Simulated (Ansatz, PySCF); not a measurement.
Bond stretch in OH, doublet.

Methods: UKS-PBE = unrestricted PBE/cc-pVQZ (Ansatz, a first-principles code); UKS-wB97X-V = unrestricted wB97X-V/cc-pVQZ (PySCF); UCCSD(T) = CCSD(T) on UHF/cc-pVQZ, 1 core orbital frozen (PySCF).

Energies relative to the lowest point of each curve near equilibrium, in kcal/mol; the last columns give the difference from UCCSD(T):

| R / Å | UKS-PBE | UKS-wB97X-V | UCCSD(T) | UKS-PBE − UCCSD(T) | UKS-wB97X-V − UCCSD(T) |
|---|---|---|---|---|---|
| 0.73 | 63.7 | 61.4 | 60.2 | 3.5 | 1.2 |
| 0.79 | 31.3 | 29.5 | 28.6 | 2.7 | 0.8 |
| 0.82 | 20.6 | 19.0 | 18.3 | 2.3 | 0.7 |
| 0.88 | 7.0 | 6.0 | 5.6 | 1.4 | 0.4 |
| 0.92 | 2.4 | 1.7 | 1.6 | 0.8 | 0.2 |
| 0.94 | 1.0 | 0.6 | 0.5 | 0.5 | 0.1 |
| 0.97 | 0.1 | 0.0 | 0.0 | 0.1 | 0.0 |
| 0.99 | 0.0 | 0.2 | 0.2 | -0.2 | -0.1 |
| 1.03 | 1.0 | 1.7 | 1.8 | -0.8 | -0.1 |
| 1.08 | 3.9 | 5.2 | 5.4 | -1.4 | -0.2 |
| 1.14 | 9.1 | 11.2 | 11.3 | -2.2 | -0.1 |
| 1.21 | 16.7 | 19.7 | 19.5 | -2.9 | 0.2 |
| 1.31 | 28.8 | 33.3 | 32.4 | -3.6 | 0.9 |
| 1.44 | 44.9 | 51.4 | 49.1 | -4.2 | 2.2 |
| 1.61 | 64.5 | 72.7 | 68.4 | -3.9 | 4.3 |
| 1.73 | 76.2 | 83.8 | 79.7 | -3.5 | 4.2 |
| 1.95 | 90.8 | 95.7 | 94.1 | -3.4 | 1.6 |
| 2.13 | 97.6 | 100.7 | 100.2 | -2.5 | 0.5 |
| 2.36 | 102.7 | 103.9 | 103.4 | -0.7 | 0.5 |
| 2.61 | 105.7 | 105.4 | 104.6 | 1.1 | 0.8 |
| 2.93 | 107.7 | 106.3 | 105.2 | 2.5 | 1.1 |
| 3.39 | 108.9 | 106.6 | 105.4 | 3.5 | 1.2 |
| 3.85 | 109.2 | 106.7 | 105.5 | 3.8 | 1.3 |

UKS-PBE is furthest from UCCSD(T) at 1.44 (-4.2 kcal/mol, below); its mean absolute difference over the points is 2.2 kcal/mol.

UKS-wB97X-V is furthest from UCCSD(T) at 1.61 (4.3 kcal/mol, above); its mean absolute difference over the points is 1.0 kcal/mol.

The unrestricted determinant behind UKS-PBE is spin-contaminated at 1.73 to 3.85 Å (<S²> up to 1.7, against 0.75 for a pure doublet). The unrestricted determinant behind UKS-wB97X-V is spin-contaminated at 1.61 to 3.85 Å (<S²> up to 1.8, against 0.75 for a pure doublet). The unrestricted determinant behind UCCSD(T) is spin-contaminated at 1.31 to 3.85 Å (<S²> up to 1.8, against 0.75 for a pure doublet).
